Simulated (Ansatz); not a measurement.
# Molecular dynamics of BFH4S

Input file:

```yaml
crystal:
  periodic: [false, false, false]
  atoms:
    - { symbol: B, position_ang: [0.106609, -0.290925, -0.037244] }
    - { symbol: F, position_ang: [-0.160878, 0.036245, 1.512576] }
    - { symbol: H, position_ang: [1.190774, 0.136385, -0.330529] }
    - { symbol: H, position_ang: [-0.878302, -0.021976, -0.669241] }
    - { symbol: S, position_ang: [0.266659, -2.224899, 0.371445] }
    - { symbol: H, position_ang: [-1.039715, -2.558554, 0.241285] }
    - { symbol: H, position_ang: [-0.012647, -1.105775, 1.578907] }
basis:
  gaussian: { orbitals: def2-SVP }
hamiltonian:
  xc: b3lyp
  dispersion: d4
md:
  timestep: 0.5
  n_steps: 200
  ensemble: nve
  temperature: 100.0
  initial_velocities: maxwell_boltzmann
  seed: 9513
```

Launched with:

```bash
$ ansatz run input.yaml --threads 1 --pin off --max-ram 2048MiB --backend cpu --events-out ev --progress --plain --runs-dir out
```

It starts at the highest image of a converged band, a first-order saddle point between two minima.

Output, in part (step lines, the closing report, with atoms numbered from 0):

```
md step     0: t =     0.00 fs  T =   100.0 K  F+E_penalty+E_count = -14288.39347828 eV  E_kin = 0.064630 eV  conserved = -14288.32884828 eV  (24 SCF iters)
md step     1: t =     0.50 fs  T =    99.3 K  F+E_penalty+E_count = -14288.39304301 eV  E_kin = 0.064199 eV  conserved = -14288.32884380 eV  (30 SCF iters)
md step     2: t =     1.00 fs  T =    97.4 K  F+E_penalty+E_count = -14288.39180507 eV  E_kin = 0.062972 eV  conserved = -14288.32883285 eV  (31 SCF iters)
md step     3: t =     1.50 fs  T =    94.6 K  F+E_penalty+E_count = -14288.38993968 eV  E_kin = 0.061123 eV  conserved = -14288.32881697 eV  (31 SCF iters)
md step     4: t =     2.00 fs  T =    91.1 K  F+E_penalty+E_count = -14288.38769557 eV  E_kin = 0.058896 eV  conserved = -14288.32879978 eV  (31 SCF iters)
md step     5: t =     2.50 fs  T =    87.5 K  F+E_penalty+E_count = -14288.38534219 eV  E_kin = 0.056557 eV  conserved = -14288.32878480 eV  (31 SCF iters)
md step     6: t =     3.00 fs  T =    84.1 K  F+E_penalty+E_count = -14288.38311507 eV  E_kin = 0.054340 eV  conserved = -14288.32877486 eV  (31 SCF iters)
md step     7: t =     3.50 fs  T =    81.1 K  F+E_penalty+E_count = -14288.38117137 eV  E_kin = 0.052400 eV  conserved = -14288.32877135 eV  (31 SCF iters)
[... lines left out ...]
Total energy: -14289.16905899 eV, -525.1172773712 hartree
Atom 0 at     0.010820     0.537306     0.468561 Å, force     0.015775     0.362254     0.155549 eV/Å
Atom 1 at    -0.307331     1.226281     1.593924 Å, force     0.368763    -0.958426    -1.334597 eV/Å
Atom 2 at     1.175011     0.268709     0.187273 Å, force    -0.335607     0.277374     0.529914 eV/Å
Atom 3 at    -0.843746     0.217663    -0.351462 Å, force    -0.025626     0.258450     0.605276 eV/Å
Atom 4 at     0.361192    -3.141513     0.128164 Å, force     0.283339     0.090070     0.011498 eV/Å
Atom 5 at    -0.974585    -3.131665     0.316200 Å, force    -0.043332     0.000948     0.221577 eV/Å
Atom 6 at     0.684302    -3.062672     1.448525 Å, force    -0.263310    -0.030671    -0.189217 eV/Å
Dipole moment:    -0.102021    -0.174617     0.091882 e Å
```

The steps, from the saved trajectory:

```
time (fs)  T (K)  potential energy less start (eV)  conserved less start (meV/atom)
        0    100                             0.000                             0.00
        3     84                             0.010                             0.01
        6     72                             0.018                             0.01
        9     74                             0.017                             0.02
       12    141                            -0.026                             0.02
       15    287                            -0.121                             0.02
       18    554                            -0.293                             0.02
       21    905                            -0.521                            -0.02
       24   1154                            -0.682                            -0.08
       27   1080                            -0.633                            -0.06
       30    896                            -0.514                             0.05
       33   1068                            -0.626                            -0.02
       36   1258                            -0.749                            -0.07
       39   1187                            -0.703                            -0.02
       42   1066                            -0.624                             0.01
       45   1081                            -0.634                             0.02
       48   1248                            -0.742                            -0.01
       51   1431                            -0.860                            -0.04
       54   1444                            -0.869                            -0.05
       57   1310                            -0.782                             0.03
       60   1374                            -0.824                            -0.03
       63   1438                            -0.865                            -0.04
       66   1402                            -0.842                            -0.01
       69   1365                            -0.818                            -0.01
       72   1351                            -0.809                            -0.02
       75   1298                            -0.774                             0.00
       78   1295                            -0.772                             0.00
       81   1361                            -0.816                            -0.03
       84   1374                            -0.824                            -0.03
       87   1300                            -0.776                            -0.04
       90   1151                            -0.679                             0.03
       93   1203                            -0.713                            -0.02
       96   1313                            -0.784                            -0.01
       99   1361                            -0.816                            -0.09
```

All steps were run. The conserved energy stayed within 0.093 meV per atom of its start (net change -0.064 meV per atom), so the integration is sound. The kinetic energy rose, since the run started high on the potential surface and went downhill. It ends in pieces (BFH2 + H2S), so much of that is their flight and rotation, not heat. A run of 0.1 ps of so small a system gives no equilibrium averages. The orbitals stay closed-shell, which can raise the energy where a bond breaks towards radicals; this wasn't checked here.

Between its relaxed ends the band would form B1–S5, F2–H7 and break B1–F2, S5–H7. These pairs go: B1–S5 1.98 → 3.71 Å, F2–H7 1.15 → 4.40 Å, B1–F2 1.61 → 1.36 Å, S5–H7 1.67 → 1.36 Å. In the last frame they stand as before the step (other bonds may differ from the relaxed reactants and products). It ends as BFH2 + H2S. Pairs count as bonded within 1.25 times the sum of covalent radii (0.12 Å more for H–H).

Last frame:

```xyz
7
Properties=species:S:1:pos:R:3
B 0.011 0.537 0.469
F -0.307 1.226 1.594
H 1.175 0.269 0.187
H -0.844 0.218 -0.351
S 0.361 -3.142 0.128
H -0.975 -3.132 0.316
H 0.684 -3.063 1.448
```

Time of the run: 6.1 min on 1 thread of Arm Neoverse V2 (shared host), peak memory 0.11 GiB.
